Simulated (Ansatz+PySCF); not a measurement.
## singlet H₂O: levels of theory in one basis

```xyz
3

O    -0.0173   -0.0309   -0.1549
H    -0.0443    0.7473    0.5008
H     0.0490   -0.7606    0.4864
```

Basis set: def2-SVP (spherical functions). Left uncorrelated: 1 orbital. Charge 0, multiplicity 1.

Computed with Ansatz (development build ahead of 0.2.0); each method stands on the lowest determinant of its kind that the runs found. NEVPT2 correlates all electrons. Active spaces start from the frontier orbitals, and the lowest solution found is given.

| method | E − E(RHF) (eV) | <S²> of the determinant |
| --- | --- | --- |
| RHF | 0.00 | 0.00 |
| RHF-MP2 | -5.56 | – |
| RHF-CCSD | -5.82 | – |
| CASSCF(8,6) | -1.55 | – |
| SC-NEVPT2(8,6) | -5.35 | – |

(1) What does RHF-CCSD(T) give on the same scale?

(2) Is a single determinant a sound starting point here?

Results:

(1) -5.91 eV.

(2) By this sign, yes. Unrestricted orbitals gain 0.00 eV and <S²> is 0.00 against 0.00 for a pure state. The CASSCF(8,6) natural occupations are 2.00, 2.00, 1.98, 1.97, 0.03, 0.02.
